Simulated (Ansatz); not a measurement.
**Worked example: the interaction energy**

The pair of H$_{2}$S (SMILES S, atoms 1–3) and CH$_{4}$S (SMILES CS, atoms 4–9), both closed shells, in one local arrangement (a lower one may exist), relaxed at PBE0-D4/def2-TZVP:

| atom | x (Å) | y (Å) | z (Å) |
| --- | --- | --- | --- |
| S1 | 0.2333 | 0.0663 | -2.6215 |
| H2 | -0.5568 | -0.2463 | -1.5708 |
| H3 | -0.3825 | 1.2430 | -2.8090 |
| C4 | 0.5733 | -0.3574 | 1.2295 |
| S5 | -1.2067 | -0.4604 | 0.9368 |
| H6 | 1.0748 | 0.1778 | 0.4237 |
| H7 | 0.9370 | -1.3848 | 1.2467 |
| H8 | 0.7873 | 0.1046 | 2.1920 |
| H9 | -1.4598 | 0.8572 | 0.9727 |

Both fragments are computed in the basis of the whole pair.

Ansatz 0.2.0; basis: def2-TZVPPD and def2-QZVPPD; cores frozen in the correlated methods.

Energies in eV:

| quantity | pair | first fragment | second fragment |
| --- | --- | --- | --- |
| Hartree–Fock, triple zeta (X = 3) | -22761.24569 | -10849.40776 | -11911.87040 |
| Hartree–Fock, quadruple zeta (X = 4) | -22761.89472 | -10849.70734 | -11912.22006 |
| MP2 correlation, X = 3 | -15.33878 | -5.24665 | -9.94930 |
| MP2 correlation, X = 4 | -16.45378 | -5.65362 | -10.64470 |
| CCSD(T) correlation, X = 3 | -17.56183 | -6.13269 | -11.30699 |

Work out the interaction energy at the basis limit: extrapolate Hartree–Fock as E(X) = E∞ + A exp(−7.88 √X) and the MP2 correlation as E(X) = E∞ + B X^−2.97 (the exponents that Neese and Valeev fitted for def2-TZVPP and QZVPP, reused here for the diffuse sets), then add CCSD(T) − MP2 in triple zeta.

Each step is linear, so take the differences first (pair − first fragment − second fragment): Hartree–Fock 0.03247 (X = 3) and 0.03268 (X = 4); MP2 correlation -0.14283 and -0.15546; CCSD(T) correlation -0.12215.
Two points give E∞ = E(4) + w [E(4) − E(3)], with w = 1/(exp(7.88 (2 − √3)) − 1) = 0.1377 for Hartree–Fock and w = 1/((4/3)^2.97 − 1) = 0.7407 for the correlation.
Hartree–Fock: 0.03268 + 0.1377 × 0.00021 = 0.0327 eV.
MP2 correlation: -0.15546 + 0.7407 × (-0.01263) = -0.1648 eV.
CCSD(T) − MP2: -0.12215 − (-0.14283) = 0.0207 eV.
Sum: 0.0327 + (-0.1648) + 0.0207 = -0.1114 eV, or -2.57 kcal/mol. Plain CCSD(T) in triple zeta gives -0.0897 eV, so the larger basis shifts the result by -0.0217 eV.

T1 diagnostic: at most 0.011.

For scale, one of the runs: CCSD(T)/def2-TZVPPD, 241 basis functions, launched by `ansatz run in.yaml --threads 4 --pin off --events-out ev --progress --plain --max-ram 9574MiB`. Time: 19 s of wall clock on 4 CPU threads of an Intel Xeon 6975P-C; the host was shared. Peak host memory: 4.7 GiB.
